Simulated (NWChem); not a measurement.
Program: NWChem. System: butadiene (C4H6), charge 0, spin multiplicity 1, at a geometry optimised with PBE0/def2-SVP. Level: G0W0@PBE/def2-TZVP, RI basis def2-tzvp-rifit.

Input file:

```
start mol
memory heap 200 mb stack 700 mb global 1700 mb
geometry units angstroms nocenter noautoz
  C     -1.727995    -0.662814     0.000000
  C     -0.700062     0.197314     0.000000
  C      0.700062    -0.197314     0.000000
  C      1.727995     0.662814     0.000000
  H     -1.563242    -1.745056     0.000000
  H     -2.764317    -0.316901     0.000000
  H     -0.902269     1.275467     0.000000
  H      0.902269    -1.275467     0.000000
  H      2.764317     0.316901     0.000000
  H      1.563242     1.745056     0.000000
  symmetry group C2h
end
basis spherical
  * library def2-tzvp
end
basis "ri basis" bse spherical
  * library def2-tzvp-rifit
end
dft
  xc xpbe96 cpbe96
  iterations 100
  direct
  tolerances tight
end
task dft energy
gw
  method cdgw
  states alpha occ 4 vir 2
end
task dft gw
```

Part of the output:

```
             Northwest Computational Chemistry Package (NWChem) 7.3.0
             --------------------------------------------------------

                                NWChem Input Module
                                -------------------

 Scaling coordinates for geometry "geometry" by  1.889725989
 (inverse scale =  0.529177249)

 Turning off AUTOSYM since
 SYMMETRY directive was detected!

                             Geometry "geometry" -> ""
                             -------------------------

 Output coordinates in angstroms (scale by  1.889725989 to convert to a.u.)

  No.       Tag          Charge          X              Y              Z
 ---- ---------------- ---------- -------------- -------------- --------------
    1 C                    6.0000    -1.72799500    -0.66281400     0.00000000
    2 C                    6.0000    -0.70006200     0.19731400     0.00000000
    3 C                    6.0000     0.70006200    -0.19731400     0.00000000
    4 C                    6.0000     1.72799500     0.66281400     0.00000000
    5 H                    1.0000    -1.56324200    -1.74505600     0.00000000
    6 H                    1.0000    -2.76431700    -0.31690100     0.00000000
    7 H                    1.0000    -0.90226900     1.27546700     0.00000000
    8 H                    1.0000     0.90226900    -1.27546700     0.00000000
    9 H                    1.0000     2.76431700     0.31690100     0.00000000
   10 H                    1.0000     1.56324200     1.74505600     0.00000000

 Effective nuclear repulsion energy (a.u.)     103.4646516301

            Nuclear Dipole moment (a.u.)
            ----------------------------
        X                 Y               Z
 ---------------- ---------------- ----------------
     0.0000000000    -0.0000000000     0.0000000000

      Symmetry information
      --------------------

 Group name             C2h
 Group number             21
 Group order               4
 No. of unique centers     5

      Symmetry unique atoms

     1    2    5    6    7


 Summary of "ao basis" -> "" (spherical)
 ------------------------------------------------------------------------------
[...]
          75.341385193233        -103.981023003893           0.000000000000
        -103.981023003893         376.370126219444           0.000000000000
           0.000000000000           0.000000000000         451.711511412677

     Multipole analysis of the density
     ---------------------------------

     L   x y z        total         alpha         beta         nuclear
     -   - - -        -----         -----         ----         -------
     0   0 0 0     -0.000000    -15.000000    -15.000000     30.000000

     1   1 0 0     -0.000000     -0.000000     -0.000000      0.000000
     1   0 1 0     -0.000000     -0.000000     -0.000000     -0.000000
     1   0 0 1     -0.000000     -0.000000     -0.000000      0.000000

     2   2 0 0    -17.393788   -122.098129   -122.098129    226.802469
     2   1 1 0     -0.115031    -30.398666    -30.398666     60.682302
     2   1 0 1     -0.000000     -0.000000     -0.000000      0.000000
     2   0 2 0    -17.192827    -35.886466    -35.886466     54.580104
     2   0 1 1     -0.000000     -0.000000     -0.000000      0.000000
     2   0 0 2    -21.541310    -10.770655    -10.770655      0.000000

 Task  times  cpu:       14.6s     wall:       14.6s

                                NWChem Input Module
                                -------------------

                                 NWChem GW Module
                                 ----------------

                             ***********************
                             ***        GW       ***
                             ***********************

 Summary of "ri basis" -> "ri basis" (spherical)
 ------------------------------------------------------------------------------
       Tag                 Description            Shells   Functions and Types
 ---------------- ------------------------------  ------  ---------------------
 C                      def2-tzvp-rifit             22       76   8s6p4d3f1g
 H                      def2-tzvp-rifit              7       15   4s2p1d

                 Memory Information
                 ------------------
          Available GA per process is          1699.8 MBs
          Available stack per process is        700.0 MBs
          Available heap per process is           0.0 MBs

          Peak memory in Initialization
              Peak GA per process is                  9.6 MBs
              Peak stack per process is               0.3 MBs
              Peak heap per process is               10.0 MBs
              Memory not in MA per process            0.0 MBs

          Peak memory in CDGW Calculation
              Peak GA per process is                 12.1 MBs
              Peak stack per process is               2.4 MBs
              Peak heap per process is                3.0 MBs
              Memory not in MA per process            0.0 MBs

          Computing 2-center integrals
          Computing Inverse Cholesky factor
          Computing 3-center integrals
          Computing Vxc

          Computing Sigma_x
          Computing W(iw) on the imaginary grid
          Solving quasiparticle equations

                  Alpha Orbitals
          State     Energy (eV)     Error (eV)
          -----------------------------------
@GW        12        -12.300           0.003
@GW        13        -11.679           0.002
@GW        14        -10.344           0.005
@GW        15         -8.595           0.002
@GW        16          0.962           0.002
@GW        17          2.827           0.007

     GW Timing Statistics
   ------------------------
   Init.   :          0.1s
     ERIs  :          2.6s
     Distr.:          0.0s
     Vxc   :          0.4s
   Vmo     :          0.0s
   iW      :          3.2s
   I_n     :          0.0s
   R_n     :          0.3s
   GW total:          6.6s

 Task  times  cpu:        6.6s     wall:        6.6s

 Total times  cpu:       21.2s     wall:       21.2s
```
